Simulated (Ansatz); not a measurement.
Run this with Ansatz 0.2.0 through its Python package and show what comes out.

The script, `clh.py`:
```python
"""Binding of a ClH dimer at a trial geometry."""

import ansatz
import numpy as np

FIRST = [
    ("H", (0.0, 0.0, -0.645)),
    ("Cl", (0.0, 0.0, 0.645)),
]
SECOND = [
    ("H", (2.2019, -1.3738, 2.4048)),
    ("Cl", (2.0942, -0.2291, 2.9898)),
]

def energy(atoms, ghosts=()):
    molecule = ansatz.Crystal.molecule()
    for symbol, xyz in atoms:
        molecule = molecule.atom(symbol, xyz)
    calc = (
        molecule.calculation()
        .basis(gaussian="aug-cc-pVDZ")
        .functional("pbe0")
    )
    deck = calc.input()
    if ghosts:
        deck = deck.set(ansatz.key.basis.gaussian.ghost_atoms, [{"symbol": s, "position_ang": list(xyz)} for s, xyz in ghosts])
    return ansatz.Session.from_dict(deck).plan().execute().report["free_energy_ev"]

# ghost atoms carry the functions of the partner
direction = np.array([0.6068, -0.2264, 0.7619])
print("shift (A)   counterpoise-corrected interaction (kJ/mol)")
for shift in (-0.3, 0.0, 0.4, 1.0, 2.0):
    moved = [(s, tuple(np.round(np.array(xyz) + shift * direction, 4))) for s, xyz in SECOND]
    gain = energy(FIRST + moved) - energy(FIRST, moved) - energy(moved, FIRST)
    print(f"{shift:8.2f} {96.485332 * gain:14.3f}")
```

`python clh.py` gives:
```text
shift (A)   counterpoise-corrected interaction (kJ/mol)
   -0.30         28.670
    0.00          8.608
    0.40          0.831
    1.00         -0.572
    2.00         -0.163
```

The settings weren't tested for convergence. The dimer is a generated trial pose of unrelaxed monomers, not a minimum, so the figure is no binding energy, and the basis set is small. This level lacks the dispersion part of the attraction (electrostatics and induction are there), which can decide the sign where the interaction is weak. Timing: 18 s on 1 thread of Arm Neoverse V1, on a shared host, peak memory 0.19 GiB.
